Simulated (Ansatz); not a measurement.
# Structure relaxation of CdGe3

Level of theory: Ansatz 0.2.0, DFT PBE, scalar-relativistic, plane waves, PAW. Cutoff 420 eV, Γ-centred k mesh, Gaussian smearing, no spin polarisation in the final step.

A relaxed cell is given with its space group left out.

```
CELL_PARAMETERS angstrom
-2.11833 2.11833 4.58686
2.11833 -2.11833 4.58686
2.11833 2.11833 -4.58686
ATOMIC_POSITIONS crystal
Cd 0.00000 0.00000 0.00000
Ge 0.50000 0.50000 0.00000
Ge 0.25000 0.75000 0.50000
Ge 0.75000 0.25000 0.50000
```

The zero of energy is the elements' standard structures at the same level; no fitted shifts are applied.

(1) What space group does it have?

(2) What is its formation energy per atom?

(3) Is it a metal?

## Answers

(1) I4/mmm (No. 139). Conventional cell: a = 4.237 Å, c = 9.174 Å. Cd is coordinated by 12 Ge at 3.00–3.12 Å; around Ge on Wyckoff site b (1 atom of the primitive cell) lie 4 Cd at 3.00 Å and 8 Ge at 3.12 Å; Ge on Wyckoff site d (2 atoms of the primitive cell) has 8 Ge at 3.00–3.12 Å and 4 Cd at 3.12 Å.

(2) 0.28 eV/atom.

(3) Yes, bands cross the Fermi level on the 14×14×14 mesh.

The final run used a 14×14×14 mesh on its 4-atom cell and 0.10 eV smearing. For metals, differences of a few meV/atom aren't resolved. The cell came from a trial start, so CdGe3 may not exist in this structure.